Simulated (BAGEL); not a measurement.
# A workflow on CH6Si2 (SMILES [SiH3][C][SiH3])

Aim: a series of 9 runs (UHF/STO-3G, UHF/3-21G, UHF/6-31G, UHF/6-31G*, UHF/6-31G**, UHF/6-311G**, UHF/6-311++G**, UHF/6-311++G(2d,2p), and more) of CH6Si2. 

The results are computed with BAGEL 1.2.2.

### 1 The molecule

CH6Si2 has 9 atoms, charge 0, and is taken as a triplet. SMILES: `[SiH3][C][SiH3]`. The shape is that of a GFN2-xTB optimisation.

Bond lengths: Si1–C2 1.826 Å, C2–Si3 1.827 Å, Si1–H4 1.470 Å, Si1–H5 1.468 Å, Si1–H6 1.469 Å, Si3–H7 1.469 Å, Si3–H8 1.469 Å, Si3–H9 1.468 Å. Some angles: Si1–C2–Si3 179.4°, C2–Si1–H4 109.7°, C2–Si1–H5 109.8°, C2–Si1–H6 109.8°, C2–Si3–H7 109.7°, C2–Si3–H8 109.7°, C2–Si3–H9 109.6°, H4–Si1–H5 109.2°, H4–Si1–H6 109.2°, H5–Si1–H6 109.2°.

### 2 A single-point energy at UHF/STO-3G (density fitting with qzvpp-jkfit, property dipole) (run 1)

input.json

```json
{ "bagel" : [

{
  "title" : "molecule",
  "basis" : "sto-3g",
  "df_basis" : "qzvpp-jkfit",
  "angstrom" : true,
  "geometry" : [
    { "atom" : "Si", "xyz" : [   -0.871400,    1.227650,   -1.033070 ] },
    { "atom" : "C", "xyz" : [   -0.005490,    0.001600,    0.007520 ] },
    { "atom" : "Si", "xyz" : [    0.871940,   -1.228000,    1.034500 ] },
    { "atom" : "H", "xyz" : [   -1.921800,    0.559260,   -1.814420 ] },
    { "atom" : "H", "xyz" : [    0.082750,    1.863300,   -1.950070 ] },
    { "atom" : "H", "xyz" : [   -1.482750,    2.257860,   -0.183080 ] },
    { "atom" : "H", "xyz" : [    2.293390,   -1.256930,    0.666860 ] },
    { "atom" : "H", "xyz" : [    0.288890,   -2.558690,    0.819870 ] },
    { "atom" : "H", "xyz" : [    0.744470,   -0.866040,    2.451880 ] }
  ]
},
{
  "title" : "uhf",
  "nopen" : 2
},
{
  "title" : "print",
  "file" : "orbitals.molden",
  "orbitals" : true
}

]}
```

Launch:

```console
$ BAGEL_NUM_THREADS=1 BAGEL input.json > input.out
```

Output:

```text
* using 1 threads per process

  ===============================================================
  ===============================================================

  *** Geometry ***

  { "atom" : "Si", "xyz" : [     -1.646707,      2.319922,     -1.952219 ] },
  { "atom" : "C", "xyz" : [     -0.010375,      0.003024,      0.014211 ] },
  { "atom" : "Si", "xyz" : [      1.647728,     -2.320584,      1.954922 ] },
  { "atom" : "H", "xyz" : [     -3.631676,      1.056848,     -3.428757 ] },
  { "atom" : "H", "xyz" : [      0.156375,      3.521127,     -3.685098 ] },
  { "atom" : "H", "xyz" : [     -2.801991,      4.266737,     -0.345971 ] },
  { "atom" : "H", "xyz" : [      4.333879,     -2.375253,      1.260183 ] },
  { "atom" : "H", "xyz" : [      0.545923,     -4.835223,      1.549330 ] },
  { "atom" : "H", "xyz" : [      1.406844,     -1.636578,      4.633382 ] },

  Number of auxiliary basis functions:      439

  Since a DF basis is specified, we compute 2- and 3-index integrals:
    o Being stored without compression. Storage requirement is 0.003 GB

  Number of basis functions:       29
  Number of electrons      :       40

    * METHOD: MOLECULE                             0.32

  *** Open-shell HF ***

  === Nuclear Repulsion ===
   126.8216936429

      * DIIS with orbital gradients will be used.

  === UHF iteration (sto-3g) ===
      0       -611.96731801          0.01657316           0.08
      1       -612.01358599          0.00394302           0.07
      2       -612.01942015          0.00128547           0.06
      3       -612.02085684          0.00019092           0.07
      4       -612.02101998          0.00007462           0.07
      5       -612.02108424          0.00001366           0.08
      6       -612.02108809          0.00000477           0.07
      7       -612.02108832          0.00000157           0.06
      8       -612.02108840          0.00000058           0.07
      9       -612.02108841          0.00000008           0.07
     10       -612.02108841          0.00000002           0.07
     11       -612.02108841          0.00000001           0.07
    * SCF iteration converged.

    * S^2 (UHF) is 2.0495

    * Permanent dipole moment:
           (   -0.003554,     0.002386,    -0.001114) a.u.

    * METHOD: UHF                                  1.03

    * METHOD: PRINT                                0.00

  ===============================================================
```

Wall time 1.7 s (1 thread of Intel Xeon at 2.50GHz (Skylake/Cascade Lake), shared host); peak memory 0.08 GiB.

### 3 The energy at UHF/3-21G (density fitting with tzvpp-jkfit, property dipole) (run 2)

job.json

```json
{ "bagel" : [

{
  "title" : "molecule",
  "basis" : "3-21g",
  "df_basis" : "tzvpp-jkfit",
  "angstrom" : true,
  "geometry" : [
    { "atom" : "Si", "xyz" : [   -0.871400,    1.227650,   -1.033070 ] },
    { "atom" : "C", "xyz" : [   -0.005490,    0.001600,    0.007520 ] },
    { "atom" : "Si", "xyz" : [    0.871940,   -1.228000,    1.034500 ] },
    { "atom" : "H", "xyz" : [   -1.921800,    0.559260,   -1.814420 ] },
    { "atom" : "H", "xyz" : [    0.082750,    1.863300,   -1.950070 ] },
    { "atom" : "H", "xyz" : [   -1.482750,    2.257860,   -0.183080 ] },
    { "atom" : "H", "xyz" : [    2.293390,   -1.256930,    0.666860 ] },
    { "atom" : "H", "xyz" : [    0.288890,   -2.558690,    0.819870 ] },
    { "atom" : "H", "xyz" : [    0.744470,   -0.866040,    2.451880 ] }
  ]
},
{
  "title" : "uhf",
  "nopen" : 2
},
{
  "title" : "print",
  "file" : "orbitals.molden",
  "orbitals" : true
}

]}
```

Launch:

```console
$ BAGEL_NUM_THREADS=1 BAGEL job.json > job.out
```

Output:

```text
* using 1 threads per process

  ===============================================================
  ===============================================================

  *** Geometry ***

  { "atom" : "Si", "xyz" : [     -1.646707,      2.319922,     -1.952219 ] },
  { "atom" : "C", "xyz" : [     -0.010375,      0.003024,      0.014211 ] },
  { "atom" : "Si", "xyz" : [      1.647728,     -2.320584,      1.954922 ] },
  { "atom" : "H", "xyz" : [     -3.631676,      1.056848,     -3.428757 ] },
  { "atom" : "H", "xyz" : [      0.156375,      3.521127,     -3.685098 ] },
  { "atom" : "H", "xyz" : [     -2.801991,      4.266737,     -0.345971 ] },
  { "atom" : "H", "xyz" : [      4.333879,     -2.375253,      1.260183 ] },
  { "atom" : "H", "xyz" : [      0.545923,     -4.835223,      1.549330 ] },
  { "atom" : "H", "xyz" : [      1.406844,     -1.636578,      4.633382 ] },

  Number of auxiliary basis functions:      439

  Since a DF basis is specified, we compute 2- and 3-index integrals:
    o Being stored without compression. Storage requirement is 0.008 GB

  Number of basis functions:       47
  Number of electrons      :       40

    * METHOD: MOLECULE                             0.30

  *** Open-shell HF ***

  === Nuclear Repulsion ===
   126.8216936429

      * DIIS with orbital gradients will be used.

  === UHF iteration (3-21g) ===
      0       -615.75599778          0.02376212           0.11
      1       -615.82187090          0.00676025           0.12
      2       -615.83133624          0.00309005           0.10
      3       -615.83290698          0.00092585           0.13
      4       -615.83346976          0.00025291           0.12
      5       -615.83354588          0.00007461           0.12
      6       -615.83355704          0.00001039           0.13
      7       -615.83355726          0.00000092           0.13
      8       -615.83355727          0.00000043           0.12
      9       -615.83355727          0.00000034           0.12
     10       -615.83355727          0.00000016           0.12
     11       -615.83355727          0.00000005           0.11
     12       -615.83355727          0.00000001           0.11
     13       -615.83355727          0.00000000           0.10
    * SCF iteration converged.

    * S^2 (UHF) is 2.0324

    * Permanent dipole moment:
           (   -0.005552,     0.002572,     0.000200) a.u.

    * METHOD: UHF                                  1.86

    * METHOD: PRINT                                0.00

  ===============================================================
```

Run time: 2.5 s. Hardware: 1 thread of Intel Xeon at 2.50GHz (Skylake/Cascade Lake), shared host; peak memory 0.08 GiB.

Runs 3 to 5 aren't shown in full; the table further down has their settings and results.

### 4 A single-point energy at UHF/6-311G(d,p) (density fitting with qzvpp-jkfit, property dipole) (run 6)

hf.json

```json
{ "bagel" : [

{
  "title" : "molecule",
  "basis" : "6-311gss.json",
  "df_basis" : "qzvpp-jkfit",
  "angstrom" : "true",
  "geometry" : [
    { "atom" : "Si", "xyz" : [   -0.871400,    1.227650,   -1.033070 ] },
    { "atom" : "C", "xyz" : [   -0.005490,    0.001600,    0.007520 ] },
    { "atom" : "Si", "xyz" : [    0.871940,   -1.228000,    1.034500 ] },
    { "atom" : "H", "xyz" : [   -1.921800,    0.559260,   -1.814420 ] },
    { "atom" : "H", "xyz" : [    0.082750,    1.863300,   -1.950070 ] },
    { "atom" : "H", "xyz" : [   -1.482750,    2.257860,   -0.183080 ] },
    { "atom" : "H", "xyz" : [    2.293390,   -1.256930,    0.666860 ] },
    { "atom" : "H", "xyz" : [    0.288890,   -2.558690,    0.819870 ] },
    { "atom" : "H", "xyz" : [    0.744470,   -0.866040,    2.451880 ] }
  ]
},
{ "title" : "uhf", "nopen" : 2 },
{ "title" : "print", "file" : "orbitals.molden", "orbitals" : "true" }

]}
```

The basis set 6-311G** is read from a file made from the Basis Set Exchange's data (not shown).

Launch:

```console
$ BAGEL_NUM_THREADS=1 BAGEL hf.json > hf.out
```

Output:

```text
* using 1 threads per process

  ===============================================================
  ===============================================================

  *** Geometry ***

  { "atom" : "Si", "xyz" : [     -1.646707,      2.319922,     -1.952219 ] },
  { "atom" : "C", "xyz" : [     -0.010375,      0.003024,      0.014211 ] },
  { "atom" : "Si", "xyz" : [      1.647728,     -2.320584,      1.954922 ] },
  { "atom" : "H", "xyz" : [     -3.631676,      1.056848,     -3.428757 ] },
  { "atom" : "H", "xyz" : [      0.156375,      3.521127,     -3.685098 ] },
  { "atom" : "H", "xyz" : [     -2.801991,      4.266737,     -0.345971 ] },
  { "atom" : "H", "xyz" : [      4.333879,     -2.375253,      1.260183 ] },
  { "atom" : "H", "xyz" : [      0.545923,     -4.835223,      1.549330 ] },
  { "atom" : "H", "xyz" : [      1.406844,     -1.636578,      4.633382 ] },

  Number of auxiliary basis functions:      439

  Since a DF basis is specified, we compute 2- and 3-index integrals:
    o Being stored without compression. Storage requirement is 0.039 GB

  Number of basis functions:      106
  Number of electrons      :       40

    * METHOD: MOLECULE                             0.44

  *** Open-shell HF ***

  === Nuclear Repulsion ===
   126.8216936429

      * DIIS with orbital gradients will be used.

  === UHF iteration (6-311gss.json) ===
      0       -619.04710740          0.01890311           0.30
      1       -619.14774702          0.00715311           0.26
      2       -619.16427911          0.00281329           0.24
      3       -619.16704187          0.00100259           0.30
      4       -619.16783486          0.00017330           0.29
      5       -619.16791505          0.00005711           0.31
      6       -619.16793236          0.00001790           0.30
      7       -619.16793470          0.00000508           0.31
      8       -619.16793510          0.00000105           0.25
      9       -619.16793513          0.00000077           0.29
     10       -619.16793516          0.00000047           0.23
     11       -619.16793517          0.00000012           0.24
     12       -619.16793517          0.00000002           0.24
     13       -619.16793517          0.00000001           0.32
    * SCF iteration converged.

    * S^2 (UHF) is 2.0246

    * Permanent dipole moment:
           (   -0.004949,     0.002455,    -0.000549) a.u.

    * METHOD: UHF                                  4.21

    * METHOD: PRINT                                0.03

  ===============================================================
```

Run time: 5.1 s. Hardware: 1 thread of Intel Xeon at 2.50GHz (Skylake/Cascade Lake), shared host; peak memory 0.13 GiB.

Runs 7 to 8 aren't shown in full; the table further down has their settings and results.

### 5 A single-point energy at UHF/6-311++G(3df,3pd) (density fitting with qzvpp-jkfit, property dipole) (run 9)

job.json: that of step 3 with these lines changed.

```diff
@@ -4,5 +4,5 @@
   "title" : "molecule",
-  "basis" : "3-21g",
-  "df_basis" : "tzvpp-jkfit",
-  "angstrom" : true,
+  "basis" : "6-311++g_3df_3pd_.json",
+  "df_basis" : "qzvpp-jkfit",
+  "angstrom" : "true",
   "geometry" : [
@@ -26,3 +26,3 @@
   "file" : "orbitals.molden",
-  "orbitals" : true
+  "orbitals" : "true"
 }
```

The basis set 6-311++G(3df,3pd) is read from a file made from the Basis Set Exchange's data (not shown).

Launch:

```console
$ BAGEL_NUM_THREADS=1 BAGEL job.json > job.out
```

Output:

```text
* using 1 threads per process

  ===============================================================
  ===============================================================

  *** Geometry ***

  { "atom" : "Si", "xyz" : [     -1.646707,      2.319922,     -1.952219 ] },
  { "atom" : "C", "xyz" : [     -0.010375,      0.003024,      0.014211 ] },
  { "atom" : "Si", "xyz" : [      1.647728,     -2.320584,      1.954922 ] },
  { "atom" : "H", "xyz" : [     -3.631676,      1.056848,     -3.428757 ] },
  { "atom" : "H", "xyz" : [      0.156375,      3.521127,     -3.685098 ] },
  { "atom" : "H", "xyz" : [     -2.801991,      4.266737,     -0.345971 ] },
  { "atom" : "H", "xyz" : [      4.333879,     -2.375253,      1.260183 ] },
  { "atom" : "H", "xyz" : [      0.545923,     -4.835223,      1.549330 ] },
  { "atom" : "H", "xyz" : [      1.406844,     -1.636578,      4.633382 ] },

  Number of auxiliary basis functions:      439

  Since a DF basis is specified, we compute 2- and 3-index integrals:
    o Being stored without compression. Storage requirement is 0.204 GB

  Number of basis functions:      241
  Number of electrons      :       40

    * METHOD: MOLECULE                             1.28

  *** Open-shell HF ***

  === Nuclear Repulsion ===
   126.8216936429

      * DIIS with orbital gradients will be used.

  === UHF iteration (6-311++g_3df_3pd_.json) ===
      0       -618.97246840          0.01828811           1.10
      1       -619.13483775          0.00907123           1.02
      2       -619.17540711          0.00359639           1.18
      3       -619.18328815          0.00095657           1.09
      4       -619.18488463          0.00015154           1.03
      5       -619.18499818          0.00005580           0.97
      6       -619.18503147          0.00001905           1.28
      7       -619.18503873          0.00000617           1.18
      8       -619.18504020          0.00000116           1.16
      9       -619.18504030          0.00000077           1.07
     10       -619.18504035          0.00000046           1.11
     11       -619.18504037          0.00000014           1.08
     12       -619.18504037          0.00000004           0.90
     13       -619.18504037          0.00000001           0.98
     14       -619.18504037          0.00000000           0.93
    * SCF iteration converged.

    * S^2 (UHF) is 2.0239

    * Permanent dipole moment:
           (   -0.004301,     0.002173,    -0.000824) a.u.

    * METHOD: UHF                                 17.28

    * METHOD: PRINT                                0.13

  ===============================================================
```

It took 19 s on 1 thread of Intel Xeon at 2.50GHz (Skylake/Cascade Lake), shared host; peak memory 0.35 GiB.

### 6 Overview of the runs

```csv
run,level,integral approximation,energy (Eh),dipole moment (D),⟨S²⟩,wall time
1,"UHF/STO-3G (density fitting with qzvpp-jkfit, property dipole)",qzvpp-jkfit,-612.021088,0.01,2.050,1.7 s
2,"UHF/3-21G (density fitting with tzvpp-jkfit, property dipole)",tzvpp-jkfit,-615.833557,0.02,2.032,2.5 s
3,"UHF/6-31G (density fitting with qzvpp-jkfit, property dipole)",qzvpp-jkfit,-618.991716,0.02,2.034,2.6 s
4,"UHF/6-31G* (density fitting with qzvpp-jkfit, spherical functions, property dipole)",qzvpp-jkfit,-619.108030,0.01,2.025,3.6 s
5,"UHF/6-31G** (density fitting with qzvpp-jkfit, spherical functions, property dipole)",qzvpp-jkfit,-619.116984,0.01,2.025,3.9 s
6,"UHF/6-311G** (density fitting with qzvpp-jkfit, property dipole)",qzvpp-jkfit,-619.167935,0.01,2.025,5.1 s
7,"UHF/6-311++G** (density fitting with qzvpp-jkfit, property dipole)",qzvpp-jkfit,-619.168813,0.01,2.025,7.5 s
8,"UHF/6-311++G(2d,2p) (density fitting with qzvpp-jkfit, property dipole)",qzvpp-jkfit,-619.176593,0.01,2.024,10 s
9,"UHF/6-311++G(3df,3pd) (density fitting with qzvpp-jkfit, property dipole)",qzvpp-jkfit,-619.185040,0.01,2.024,19 s
```

### 7 Outcome

| quantity | value |
| --- | --- |
| run 9, UHF/6-311++G(3df,3pd): total energy | -619.18504 Eh |
| run 9, UHF/6-311++G(3df,3pd): dipole moment | 0.01 D |
| run 9, UHF/6-311++G(3df,3pd): ⟨S²⟩ | 2.024 |

In run 1 the basis is minimal, so the values are rough. All runs together took 56 s, the longest 19 s.
